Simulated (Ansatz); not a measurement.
# How far each method lies from full CI for HNB, quartet

Geometry: a PBE0/def2-TZVP stationary point for this spin, not checked as a minimum.

```xyz
3

B     0.0000    0.0798    0.8638
N     0.0000   -0.1176   -0.5879
H     0.0000    0.7790   -1.0947
```

Basis 6-31G; Ansatz 0.2.0. Correlated methods freeze the noble-gas cores, which leaves 9 electrons in 18 orbitals. Prefix R: restricted or restricted open-shell reference; prefix U: unrestricted. Active spaces: pair = (5e, 5o) about the gap; valence = (9e, 9o) chosen from the atoms' valence shells.

Full CI is exact within this basis and frozen core; it isn't the basis-set limit. The frozen core follows each run's orbitals, which can shift R against U totals by a few meV.

For open shells CISD is restricted-active-space CI with the open shells as a complete middle space.

```
UHF ⟨S²⟩                          : 3.754
T1 diagnostic (RCCSD)             : 0.0240
largest doubles amplitude (RCCSD) : 0.049
T1 diagnostic (UCCSD)             : 0.0221
```

```json
{"level": "RHF", "E − E(full CI) (meV)": "3381", "share of correlation (%)": "0.00", "wall time": "–"}
{"level": "RMP2", "E − E(full CI) (meV)": "581", "share of correlation (%)": "82.82", "wall time": "–"}
{"level": "UMP2", "E − E(full CI) (meV)": "577", "share of correlation (%)": "82.94", "wall time": "–"}
{"level": "CISD", "E − E(full CI) (meV)": "208", "share of correlation (%)": "93.86", "wall time": "0.66 s"}
{"level": "RCCSD", "E − E(full CI) (meV)": "93", "share of correlation (%)": "97.24", "wall time": "–"}
{"level": "UCCSD", "E − E(full CI) (meV)": "92", "share of correlation (%)": "97.27", "wall time": "–"}
{"level": "RCCSD(T)", "E − E(full CI) (meV)": "24", "share of correlation (%)": "99.29", "wall time": "1 s"}
{"level": "UCCSD(T)", "E − E(full CI) (meV)": "24", "share of correlation (%)": "99.30", "wall time": "1.1 s"}
{"level": "BCCD(T)", "E − E(full CI) (meV)": "26", "share of correlation (%)": "99.22", "wall time": "1.1 s"}
{"level": "RCCSDT", "E − E(full CI) (meV)": "7", "share of correlation (%)": "99.79", "wall time": "–"}
{"level": "UCCSDT", "E − E(full CI) (meV)": "7", "share of correlation (%)": "99.80", "wall time": "–"}
{"level": "RCCSDT(Q)", "E − E(full CI) (meV)": "0", "share of correlation (%)": "99.99", "wall time": "3.2 s"}
{"level": "UCCSDT(Q)", "E − E(full CI) (meV)": "-1", "share of correlation (%)": "100.02", "wall time": "3.1 s"}
{"level": "RCCSDTQ", "E − E(full CI) (meV)": "0", "share of correlation (%)": "100.00", "wall time": "34 s"}
{"level": "CASSCF (pair space)", "E − E(full CI) (meV)": "2819", "share of correlation (%)": "16.63", "wall time": "–"}
{"level": "NEVPT2 (pair space)", "E − E(full CI) (meV)": "535", "share of correlation (%)": "84.16", "wall time": "0.78 s"}
{"level": "MRCISD (pair space)", "E − E(full CI) (meV)": "183", "share of correlation (%)": "94.59", "wall time": "–"}
{"level": "MRCISD+Q (pair space)", "E − E(full CI) (meV)": "39", "share of correlation (%)": "98.84", "wall time": "1.3 s"}
{"level": "CASSCF (valence space)", "E − E(full CI) (meV)": "1466", "share of correlation (%)": "56.65", "wall time": "–"}
{"level": "NEVPT2 (valence space)", "E − E(full CI) (meV)": "346", "share of correlation (%)": "89.77", "wall time": "2.1 s"}
{"level": "MRCISD (valence space)", "E − E(full CI) (meV)": "55", "share of correlation (%)": "98.38", "wall time": "–"}
{"level": "MRCISD+Q (valence space)", "E − E(full CI) (meV)": "20", "share of correlation (%)": "99.40", "wall time": "3.4 s"}
```

The correlation energy at full CI, counted from RHF, is -3.381 eV. That run took 1.7 min on 1 thread of Arm Neoverse V1, shared host over 7,588,672 determinants.

Run but not shown, since their state or frozen core can't be matched to the reference's or they repeat it: UHF.

Times hold each run's SCF and search for its determinant on a shared host, so for small cases they say little of a method's own cost; they ran on 1 thread of Arm Neoverse V1.

The full-CI state has the irrep A'' of Cs, in the program's axes.

Natural occupations of full CI about the gap: 1.980 1.963 1.955 0.996 0.994 0.991 0.030 0.029 0.025 0.014; effectively unpaired electrons, Σ n²(2−n)², 3.02.
